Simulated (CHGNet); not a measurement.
# Rock-salt HfN

The numbers are results of the machine-learned potential CHGNet-r²SCAN (trained on r²SCAN data), not measurements.

Cell: relaxed at this level.

```json
{
 "lattice_parameter_a": "4.511 Å",
 "volume_per_atom": "11.47 Å³/atom"
}
```

Measured, for comparison: lattice constant a 4.524 Å, equilibrium volume per atom 11.57 Å³/atom (room temperature, not corrected to a static lattice; as tabulated in Seo, Lee, Wen, Petrov, Greene, Gall, J. Appl. Phys. 96, 878 (2004)). Computed (rounded) less measured: lattice constant a -0.3 %, equilibrium volume per atom -0.9 %. A static lattice is as a rule a little smaller and stiffer than an uncorrected measurement, which narrows the difference in the equilibrium volume per atom and would widen misses of the other sign.

A machine-learned potential is trained on density-functional data: it inherits that level's misses and adds fitting errors of its own.

Note: the model gives imaginary modes for this phase (in the spectrum interpolated from a supercell).
